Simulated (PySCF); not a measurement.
Simulated outer-valence photoelectron spectrum of thietane 1-oxide, `O=S1CCC1`. Method: EOM-IP-CCSD/aug-cc-pVDZ in PySCF, restricted Hartree–Fock reference, 9 core orbitals frozen, non-relativistic, gas phase, PBE0-D3(BJ)/def2-SVP geometry.

Each root has a Gaussian of 0.8 eV full width with its one-hole share as area; cross sections and vibrations are left out, and the highest printed point is 100.

ionisation energy (eV), intensity and a bar:
```
      7.6          0 
      7.8          2 #
      8.0          9 ###
      8.2         22 #######
      8.4         39 ############
      8.6         49 ###############
      8.8         45 #############
      9.0         32 ##########
      9.2         27 ########
      9.4         34 ##########
      9.6         46 ##############
      9.8         48 ##############
     10.0         36 ###########
     10.2         19 ######
     10.4          7 ##
     10.6          2 #
     10.8          0 
     11.0          0 
     11.2          0 
     11.4          2 #
     11.6          9 ###
     11.8         23 #######
     12.0         45 #############
     12.2         69 #####################
     12.4         87 ##########################
     12.6         98 #############################
     12.8        100 ##############################
     13.0         92 ############################
     13.2         78 ########################
     13.4         70 #####################
     13.6         69 #####################
     13.8         72 ######################
     14.0         78 #######################
     14.2         86 ##########################
     14.4         90 ###########################
     14.6         80 ########################
     14.8         57 #################
     15.0         31 #########
     15.2         12 ####
     15.4          4 #
     15.6          1 
     15.8          0
```

Task: Where are the maxima, and how many lines lie under the curve?

Result: 4 maxima, at 8.6, 9.7, 12.7 and 14.4 eV, from 8 lines. At this width some lines have no maximum of their own.

Task: List the lines with their holes.

Result: 
```tsv
E (eV)	leading hole (HF orbital)	area	Koopmans (eV)
8.63	HOMO	0.95	9.78
9.73	HOMO-1	0.94	10.99
12.24	HOMO-2	0.95	13.54
12.69	HOMO-3	0.95	13.98
13.03	HOMO-4	0.94	14.43
13.69	HOMO-5	0.95	15.18
14.26	HOMO-6	0.94	15.58
14.62	HOMO-7	0.94	16.04
```

The widest gap, 2.51 eV, lies between 9.73 and 12.24 eV. Only orbitals with −ε under 21 eV, eight at most, were ionised, so the high end of the curve may lack lines.

One conformer stands for the species.
